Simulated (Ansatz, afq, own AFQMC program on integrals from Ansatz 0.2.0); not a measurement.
## CH, doublet in def2-TZVP, levels against full CI

```tsv
atom	x (Å)	y (Å)	z (Å)
C	0.0024	0.0088	0.0024
H	-0.2524	-1.0617	-0.2556
```

Basis def2-TZVP. Only valence electrons are correlated. AFQMC by an in-house program on the Cholesky factors that Ansatz 0.2.0 writes for its CCSD(T) run. The CISD trial takes its coefficients from CCSD amplitudes. Released means that phaseless walkers are propagated on without the constraint, phases kept. ± is one standard error of the sampling.

Determinant: UHF, the one that the program's search chose, which needn't be the lowest solution. The geometry is a PBE0/def2-SVP stationary point of this or a neighbouring charge and spin state.

Full CI on the same integrals is exact in this basis and with this determinant's frozen core.

Cautions: strong correlation (T1 0.108, weight of the determinant 0.82, largest double 0.09); unrestricted determinant spin contaminated (⟨S²⟩ 1.10 against 0.75).

The T1 diagnostic is 0.1078. The weight of the determinant in the CISD state is 0.823. The ⟨S²⟩ of the determinant is 1.096 and the size of the correlated space is 5 electrons in 36 orbitals.

```csv
level,correlation energy (eV)
MP2,-2.4453
CCSD,-3.2459
CCSD(T),-3.3352
```

Task: Estimate where phaseless AFQMC with a CISD trial lies against CCSD(T) on the same integrals.

Result: 1.9 ± 0.2 kJ/mol below CCSD(T).

Reference: full CI, correlation energy -3.364 eV. The released energy is read at 2.40 1/Eh (meV from the phaseless value at times in 1/Eh: -4.8 ± 2.2 at 0.24, -6.3 ± 1.9 at 0.51, -9.4 ± 2.1 at 0.99, -6.6 ± 1.8 at 1.62, -6 ± 3 at 2.40). The cautions show a poor starting determinant, so the rows tell how each method copes with it here, and full CI is the sure value.

```csv
level,E − E(reference) (kJ/mol),share of correlation (%)
CCSD(T),2.8,99.14
CCSDT,0.3,99.92
CCSDT(Q),0.0,99.99
CCSDTQ,0.0,100.00
ph-AFQMC/CISD,0.9 ± 0.2,99.72
released AFQMC,0.3 ± 0.3,99.90
```

CCSDT and higher add their correlation energy to the determinant of the CCSD(T) run, since their own runs factorise the integrals more tightly (a shift of under 2 meV). Released energies are given only where the last usable release times agree within the noise; a slower fall can still hide under it.
